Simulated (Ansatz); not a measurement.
## Litharge SnO: elastic constant C12 by level of theory

No measured value is used here.

```csv
level (code),value (GPa),cell (Å³/atom)
PBE (Ansatz),75.1,18.97
PBEsol (Ansatz),82.7,17.19
r²SCAN (Ansatz),91.8,17.89
HSE06 (Ansatz),88.8,18.11
```

PBE, PBEsol, r²SCAN, HSE06: the cell comes from a level without a dispersion term, which matters for the spacing of layers, chains or molecules. PBEsol: the solid has no gap at this level, which affects its response. Each level is taken at its own relaxed cell. Cutoffs and k meshes differ between the levels. Ansatz's density-functional and Hartree–Fock values are scalar-relativistic unless marked +SOC, with PAW data made under PBE.

Ansatz is a first-principles code.
